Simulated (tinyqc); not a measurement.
Hueckel theory of the pi electrons, for the molecule C=C1C=CC=C1 (SMILES; centres numbered as the heavy atoms are written), step by step. One step of it, computed by the program tinyqc.

Question. Energy, charges, bond orders. E = sum n x; q_r = z_r - P_rr; bond order p = P_rs; free valence = sqrt(3) - sum of p over the bonds of the atom.

x values: 2.114908  1.000000  0.618034  -0.254102  -1.618034  -1.860806

occupations: 2.000000  2.000000  2.000000  0.000000  0.000000  0.000000

charge and bond-order matrix P:
```
           1C         2C         3C         4C         5C         6C
1C   0.622291   0.758634   0.212348  -0.309538  -0.309538   0.212348
2C   0.758634   1.046987   0.449096  -0.097190  -0.097190   0.449096
3C   0.212348   0.449096   1.092331   0.777936  -0.116491  -0.354882
4C  -0.309538  -0.097190   0.777936   1.073030   0.520243  -0.116491
5C  -0.309538  -0.097190  -0.116491   0.520243   1.073030   0.777936
6C   0.212348   0.449096  -0.354882  -0.116491   0.777936   1.092331
```

Centres:
```
centre  z_r, pi electrons of the neutral centre         h
1C                                            1  0.000000
2C                                            1  0.000000
3C                                            1  0.000000
4C                                            1  0.000000
5C                                            1  0.000000
6C                                            1  0.000000
```

Bonds:
```
i  j  k
1  2  1
2  3  1
3  4  1
4  5  1
5  6  1
6  2  1
```

Give: pi energy = 6 alpha + this times beta; pi charges; Bond orders and lengths from R = 1.517 - 0.180 p; free valence of the carbons; gap between the highest filled and the next level.

Answer.

pi energy = 6 alpha + this times beta = 7.4659

pi charges: 1C 0.3777, 2C -0.0470, 3C -0.0923, 4C -0.0730, 5C -0.0730, 6C -0.0923

Bond orders and lengths from R = 1.517 - 0.180 p (angstrom, C-C alone):
```
bond       p       R
1-2   0.7586  1.3804
2-3   0.4491  1.4362
3-4   0.7779  1.3770
4-5   0.5202  1.4234
5-6   0.7779  1.3770
6-2   0.4491  1.4362
```

free valence of the carbons: 1C 0.9734, 2C 0.0752, 3C 0.5050, 4C 0.4339, 5C 0.4339, 6C 0.5050

gap between the highest filled and the next level = 0.8721 |beta|
